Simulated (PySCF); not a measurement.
CO⁺ at PBE0

Computed with PBE0; basis C def2-TZVP, O def2-TZVP; no relativity; PySCF 2.14.

* state: quartet, unpaired electrons σ ↑, π ↑↑, a mixture of terms (⟨Lz²⟩ = 2.0), a second solution, started from another occupation
* bond length: 1.308 Å
* harmonic wavenumber: 1407 cm⁻¹
* force constant: 8.00 mdyn/Å
* rotational constant Be: 1.437 cm⁻¹
* anharmonicity ωexe: 18.0 cm⁻¹
* vibration–rotation constant αe: 0.0202 cm⁻¹
* energy of the minimum from ground-state C⁺ + O: -2.83 eV
* bond order (Mayer): 1.62
* dipole moment (positive dipole points towards O; it is taken about the centre of mass and depends on that origin): -2.10 D

For an ion De counts to the pair picked by the measured ionisation energies or electron affinities, which need not be the lowest pair at this level.
